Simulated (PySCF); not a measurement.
## Shapes and spin states of Na₃

Level of theory: B3LYP in PySCF with Na def2-TZVP; no relativity; density-fitted integrals.

Relaxations began from a few typed shapes and spin states; open shells are unrestricted. The search is not exhaustive: other isomers or separated fragments can lie lower, and high-lying points may rest on an excited occupation.

| spin | group | bonds | angles | imaginary modes (cm⁻¹) | ΔE (kJ/mol) | ΔE with ZPE (kJ/mol) |
| --- | --- | --- | --- | --- | --- | --- |
| doublet | D∞h | Na–Na 3.253 Å (×2) | Na–Na–Na 180.0° | none | 0.0 | 0.0 |
| doublet | C2v | Na–Na 3.227 Å (×2) | Na–Na–Na 94.0° | none | 0.8 | 0.8 |
| doublet | C2v | Na–Na 3.053 Å, Na–Na 3.722 Å (×2) | Na–Na–Na 48.4°, Na–Na–Na 65.8° (×2) | 81i | 5.9 | – |
| quartet | D3h | no bonded pair |  | none | 97.2 | 95.7 |

The lowest minimum found is the doublet D∞h: Na–Na 3.253 Å (×2); Na–Na–Na 180.0°.
